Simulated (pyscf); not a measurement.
PySCF, gas phase, ωB97X-D3(BJ)/def2-SVP geometries. MP2 and CC: frozen core, UHF for open shells. ΔMP2 is the change of the MP2 total energy from the triple- to the quadruple-zeta basis.

PBE/def2-TZVP puts the barrier of HS–Ge:–Cl [singlet] + HCl → H₂S + Cl–Ge:–Cl [singlet] (four-centre exchange; singlet surface; Ge–S, Cl–H broken, H–S, Cl–Ge formed) at -3.4 kcal/mol and the reaction energy at -5.0 kcal/mol, from the separated reactants. What do r²SCAN/def2-TZVP, M06-2X/def2-TZVP, CCSD(T)/def2-TZVPP + ΔMP2(QZVPP) give on the same structures?

r²SCAN: ΔE‡ = -2.2 kcal/mol, ΔE = -4.9 kcal/mol; M06-2X: ΔE‡ = 1.9 kcal/mol, ΔE = -6.2 kcal/mol; CCSD(T): ΔE‡ = 4.7 kcal/mol, ΔE = -4.5 kcal/mol. PBE's barrier lies under all of them, by 1.1 to 8.0 kcal/mol. Its reaction energy lies among theirs. On the reactant side the descent ends in a complex, 4.5 kcal/mol under the separated species and 5.5 kcal/mol under the saddle at ωB97X-D3(BJ)/def2-TZVP. On the product side the descent ends in a bound adduct, 12.0 kcal/mol under the separated species and 17.7 kcal/mol under the saddle at ωB97X-D3(BJ)/def2-TZVP. At PBE, r²SCAN the saddle lies under the separated reactants, which points to a path from their complex (located at ωB97X-D3(BJ) alone). At ωB97X-D3(BJ)/def2-TZVP the barrier from the zero used here is 1.0 kcal/mol. This is the saddle that the search found; another between the same sides may lie lower. The CCSD(T) − MP2 part came from Ansatz, without density fitting, on the same reference. The frozen core leaves the outer d or s,p core shells of the metals and heavy elements correlated in the MP2 and CC values, and def2-TZVPP describes them poorly, which can shift differences by a few kcal/mol. Elements up to Kr have no core potential and no relativistic terms here.
